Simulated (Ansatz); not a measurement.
## Ansatz (development build ahead of 0.2.0) run

```yaml
crystal:
  periodic: [false, false, false]
  atoms:
    - { symbol: O, position_ang: [-0.01333, -0.03134, -0.03112] }
    - { symbol: H, position_ang: [0.84692, 0.20183, 0.33428] }
    - { symbol: O, position_ang: [2.92402, 0.03098, 0.00312] }
    - { symbol: H, position_ang: [3.63118, 0.63568, -0.1599] }
    - { symbol: H, position_ang: [3.30225, -0.83176, 0.27002] }
basis:
  gaussian: { orbitals: def2-SVP }
magnetization:
  spin_polarized: true
  initial_magnetization: 1
hamiltonian:
  xc: hf
correlation:
  method: mp2
  frozen_orbitals: { H: 0, O: 1 }
output:
  forces: true
```

The input is written out in the form of the current development build from the run's settings.

The run gave:

- Converged: yes
- Reference energy: -151.29419 hartree
- Correlation energy: -0.35062 hartree
- Total energy: -151.64481 hartree
- Spin squared of the determinant: 0.755
- Stability test: minimum

Forces (eV/Å):
```
atom      Fx      Fy      Fz
  O1  -0.568  -0.113  -0.113
  H2   0.675   0.093   0.038
  O3  -1.033  -1.304   0.465
  H4   0.948   0.317  -0.067
  H5  -0.022   1.006  -0.323
```
